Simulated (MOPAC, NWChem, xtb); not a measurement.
How methods differ on SiH2S (SMILES [SiH]S)

The runs start from one conformer, not always the lowest.

SiH2S, singlet, SMILES `[SiH]S`. Each level relaxes the structure for itself.

Each level gives the highest harmonic wavenumber at each level's own minimum (cm⁻¹). The values are calculated.

| level | kind | program | value (cm⁻¹) |
| --- | --- | --- | --- |
| AM1 | semi-empirical | MOPAC | 2237 |
| PM6 | semi-empirical | MOPAC | 2673 |
| PM7 | semi-empirical | MOPAC | 2488 |
| GFN1-xTB | semi-empirical | xtb | 2608 |
| SVWN5/MIDI! | LDA | NWChem | 2529 |
| SVWN5/SBKJC-VDZ (core potential) | LDA | NWChem | 2370 |
| SVWN5/jorge-DZP | LDA | NWChem | 2550 |
| SVWN5/LANL2DZ (core potential) | LDA | NWChem | 2386 |
| SVWN5/DGauss-DZVP | LDA | NWChem | 2563 |

Harmonic and unscaled. The values span 2237 to 2673 cm⁻¹. Without the sets that lack polarisation functions the rows with a basis span only 2529 to 2563 cm⁻¹.
